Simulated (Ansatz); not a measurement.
Stepwise reaction of `N[Si]N` with hydrogen chloride, as a gas-phase model of exchange steps in deposition or etching. ΔE in kJ/mol; ΔG adds harmonic PBE0-D4 terms to CCSD(T)/CBS, at 1 bar.

Calculated with Ansatz (gas phase, PBE0-D4/def2-TZVP geometries, no zero-point term in ΔE). CBS: MP2 limit from def2 TZ/QZ plus the TZ coupled-cluster correction, frozen cores. This one scheme is used for every species. Functionals use def2-TZVPP. B3LYP here is the variant with VWN-RPA as its local correlation; programs differ in this. One conformer a species, not always the lowest.

```json
{"step": "1", "reaction": "`N[Si]N` + HCl → `N[Si]Cl` + NH₃", "PBE-D4": "-50.4", "B3LYP-D4": "-47.0", "ωB97M-V": "-47.4", "CCSD(T)/CBS": "-45.2", "ΔG(600 K)": "-43.4"}
```

Task: Give the row of step 2, `N[Si]Cl` + HCl → `Cl[Si]Cl` + NH₃. (An estimate is asked.)

Result: The calculation gave: 
```tsv
step	reaction	PBE-D4	B3LYP-D4	ωB97M-V	CCSD(T)/CBS	ΔG(600 K)
2	`N[Si]Cl` + HCl → `Cl[Si]Cl` + NH₃	-21.0	-16.6	-15.7	-14.5	-9.7
```

Task: By hand: ΔE of the 2 steps together at CCSD(T)/CBS.

Result: (-45.2) + (-14.5) = -59.7 kJ/mol, or -29.9 kJ/mol a step.

In ΔE each step is higher than the one before. All are downhill at CCSD(T)/CBS. ΔG lies between -43.4 and -9.7 kJ/mol a step. PBE-D4 differs from CCSD(T)/CBS by -6.5 to -5.2 kJ/mol a step. Isolated molecules leave out the surface, adducts and barriers. Largest T1 diagnostic: 0.013.
